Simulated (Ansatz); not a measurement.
We consider fcc Ag, described by PBE in Ansatz (PAW).

Run with plane-wave cutoff 500 eV, 30×30×30 k mesh, Fermi–Dirac smearing 0.1 eV, no spin polarisation, scalar-relativistic PAW data made under PBE.

Computed at the level's own relaxed cell.

**Question.** Give the computed volume per atom and lattice parameter a.

**Answer.** 
- volume per atom: 17.83 Å³/atom
- lattice parameter a: 4.147 Å

Measured, for comparison: equilibrium volume per atom 16.76 Å³/atom (static lattice: zero-point anharmonic expansion removed; as tabulated in Mejia-Rodriguez and Trickey (2018), arXiv:1807.09216); lattice constant a 4.062 Å (static lattice: zero-point anharmonic expansion removed, our sources range from 4.056 to 4.063; as tabulated in Mejia-Rodriguez and Trickey (2018), arXiv:1807.09216). Computed (rounded) less measured: equilibrium volume per atom +6.4 %, lattice constant a +2.1 % (+2.1 % to +2.2 % over the range).

The computed numbers hold no vibrational or temperature effects.

It cost around 90 core-seconds (rough) of CPU time.

Ansatz is a quantum-chemistry and plane-wave program.
